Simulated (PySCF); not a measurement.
# How the method moves the gas-phase deprotonation enthalpies of dimethylamine

Structure: `CNC` (C2H7N). Numbering: `[CH3:1][NH:2][CH3:3]`

All levels share the PBE0-D3(BJ)/ma-def2-SVP structures and the PBE0-D3(BJ)/ma-def2-SVP thermal terms; only the single-point energies (PySCF) change. Values are gas-phase deprotonation enthalpies (298 K, kJ/mol).

Measured (NIST Chemistry WebBook): deprotonation enthalpy (ΔH) 1656 kJ/mol.

| level | N2 | C1 | time |
| --- | --- | --- | --- |
| LDA/ma-def2-TZVP | 1588 | 1675 | 26 s |
| BLYP-D3(BJ)/ma-def2-TZVP | 1619 | 1705 | 31 s |
| BP86-D3(BJ)/ma-def2-TZVP | 1621 | 1710 | 31 s |
| M06/ma-def2-TZVP (grid 3) | 1636 | 1728 | 42 s |
| TPSS-D3(BJ)/ma-def2-TZVP (grid 3) | 1639 | 1732 | 57 s |
| PBE0-D3(BJ)/aug-pcseg-1 | 1641 | 1731 | 12 s |
| PBE0-D3(BJ)/aug-cc-pVDZ | 1642 | 1730 | 13 s |
| ωB97M-D3(BJ)/ma-def2-TZVP (grid 3) | 1644 | 1727 | 42 s |
| OPBE/ma-def2-TZVP | 1644 | 1738 | 30 s |
| M06-L/ma-def2-TZVP (grid 3) | 1647 | 1750 | 64 s |
| PBE0-D3(BJ)/6-31+G* | 1647 | 1744 | 5.5 s |
| CAM-B3LYP-D3(BJ)/ma-def2-TZVP | 1647 | 1733 | 19 s |
| M06-2X/ma-def2-TZVP (grid 3) | 1648 | 1731 | 44 s |
| PBE0-D3(BJ)/ma-def2-TZVP | 1648 | 1737 | – |
| TPSSh-D3(BJ)/ma-def2-TZVP (grid 3) | 1649 | 1741 | 40 s |
| PBE0-D3(BJ)/jun-cc-pV(T+d)Z | 1650 | 1737 | 27 s |
| PBE0-D3(BJ)/ma-def2-SVP | 1653 | 1739 | 6.7 s |
| PBE0-D3(BJ)/6-311+G** | 1654 | 1740 | 8.6 s |
| PBE0-D3(BJ)/pcseg-2 | 1659 | 1751 | 19 s |
| PBE0-D3(BJ)/def2-SVPD | 1661 | 1753 | 8.9 s |
| ωB97X-D3(BJ)/ma-def2-TZVP | 1665 | 1752 | 17 s |
| BHandHLYP/ma-def2-TZVP | 1668 | 1753 | 14 s |
| LC-ωPBE/ma-def2-TZVP | 1671 | 1758 | 33 s |
| PBE0-D3(BJ)/cc-pVTZ | 1674 | 1772 | 21 s |
| PBE0-D3(BJ)/pcseg-1 | 1676 | 1778 | 5.8 s |
| PBE0-D3(BJ)/def2-SV(P) | 1681 | 1798 | 4.6 s |
| PBE0-D3(BJ)/cc-pVDZ | 1695 | 1800 | 6.1 s |
| HF/ma-def2-TZVP | 1698 | 1780 | 4.1 s |
| PBE0-D3(BJ)/6-31G* | 1705 | 1837 | 4.7 s |
| PBE0-D3(BJ)/6-31G | 1718 | 1841 | 3.6 s |

Times are wall times for all single points of a level on 1 thread of Arm Neoverse N1, a shared host; the dash marks the run that also made the structures. BLYP, BP86, LC-ωPBE, LDA, M06-L, OPBE, TPSS ran on a slower path of this set-up, which computes the density-fitting integrals anew in every SCF cycle while the other levels store them. So the times needn't show the usual order of cost, and those levels read slower than they are.

Hartree-Fock leaves out electron correlation, so its deprotonation energies can be off by tens of kJ/mol.

The widest spread is that of C1: 166 kJ/mol, from 1675 to 1841.

Known limits: `[CH2-]NC` holds its electron weakly or not at all, so its value hangs on the basis.

Bases without diffuse functions serve anions poorly.
